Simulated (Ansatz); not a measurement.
Saddle point of SiNH4Cl, singlet (SiNH₄Cl ([NH2][SiH2][Cl]) → SiNH₃ ([NH][SiH2]) + HCl; bonds formed: Cl2–H4; bonds broken: Si1–Cl2, N3–H4), PBE0-D4/def2-TZVP structure:

Si1  (-0.176, 0.433, 0.842)
Cl2  (1.044, -2.141, -0.745)
N3  (-0.219, 0.350, -0.770)
H4  (0.270, -0.644, -1.070)
H5  (-0.739, 1.622, 1.519)
H6  (0.408, -0.639, 1.650)
H7  (-0.589, 1.020, -1.425)
(Å)

Energies are electronic, without zero-point energy. Barriers and step energies count from the start structure reached by relaxing down the imaginary mode; all methods use the PBE0-D4 structures, on which another method's saddle can fall below an end. Computed with Ansatz 0.2.0 (basis: def2-TZVPP, with def2-QZVPP for the basis limit); correlated methods freeze the cores. B3LYP uses VWN-RPA correlation. Extrapolation: Hartree–Fock as exp(−7.88 √X), correlation as X^−2.97.

```csv
method,barrier (eV),step energy (eV)
SPW92,?,2.891
PBE-D4,2.940,2.816
BLYP-D4,2.836,2.677
r2SCAN-D4,3.122,3.024
B97M-V,3.209,3.070
PBE0-D4,?,3.088
B3LYP-D4,3.042,2.924
r2SCAN0-D4,3.267,3.205
BHLYP-D4,?,3.227
CAM-B3LYP-D4,3.154,3.059
wB97X-V,3.276,3.182
wB97M-V,3.218,3.126
B2PLYP,3.136,2.971
PBE-QIDH,3.316,3.211
RPA on PBE,3.213,2.911
HF,3.529,3.483
MP2,3.246,3.040
CCSD,3.314,3.127
CCSD(T),3.244,3.030
```

**Question.** Fill in the withheld barriers. (To be estimated.)

**Answer.** By the calculation: PBE0-D4 3.171; BHLYP-D4 3.285; SPW92 2.901 eV. Each is the energy of the saddle less that of the start structure, by the same method.

For comparison, the barrier by CCSD(T) at an estimated basis limit (MP2 extrapolated from triple and quadruple zeta, plus CCSD(T) − MP2 in triple zeta) is 3.177 eV.

The T1 diagnostic stays at or below 0.018.

Labels in which every atom is bracketed show which atoms are joined, not bond orders.

For scale, one of the runs: CCSD(T)/def2-TZVPP, 171 basis functions, launched by `ansatz run in.yaml --threads 2 --pin off --events-out ev --progress --plain --max-ram 4352MiB`. The run took 26 s on 2 CPU threads of an Arm Neoverse V2 (shared host), with 1.4 GiB of host memory at its peak.
